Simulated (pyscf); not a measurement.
`[CH2]=[CH][SeH]` → `[SeH2]` + `[CH]#[CH]`, an elimination (singlet surface; C–Se, C–H broken, H–Se formed). Structures and frequencies: ωB97X-D3(BJ)/def2-SVP in PySCF. Correlated levels are frozen-core, on RHF or UHF. ΔMP2 is the change of the MP2 total energy from the triple- to the quadruple-zeta basis. Energies in kcal/mol from the reactant's lowest minimum found.

Small-basis levels: PySCF, no dispersion term, spherical d functions. 

Task: Quick B3LYP/LANL2DZ single points give ΔE‡ = 80.5 kcal/mol and ΔE = +39.9 kcal/mol. What does CCSD(T)/def2-TZVPP + ΔMP2(QZVPP) give, and how far is the quick result from it?

Result: CCSD(T)/def2-TZVPP + ΔMP2(QZVPP) gives ΔE‡ = 82.6 kcal/mol and ΔE = +35.2 kcal/mol. B3LYP/LANL2DZ lies 2.2 kcal/mol under it in the barrier and 4.7 kcal/mol over it in the reaction energy, so on this step it does not hold to within 3.0 kcal/mol. CCSD(T)/def2-TZVPP + ΔMP2(QZVPP) has limits of its own. The same reactants have a lower exit, to •HC=CH₂ + SeH• (no saddle counted: cutting one bond costs +78.2 kcal/mol at ωB97M-D3(BJ), against +86.2 kcal/mol here). H₂C=CH–SeH lies 5.6 kcal/mol over its isomer cyclic C₂H₄Se (SMILES C1C[Se]1), and others may lie lower still (electronic energy, ωB97M-D3(BJ)). This is the saddle that the search found; another between the same sides may lie lower. The CCSD(T) − MP2 part came from Ansatz, without density fitting, on the same reference. The frozen core leaves the outer d or s,p core shells of the metals and heavy elements correlated in the MP2 and CC values, and def2-TZVPP describes them poorly, which can shift differences by a few kcal/mol. In the def2 sets elements up to Kr have no core potential.
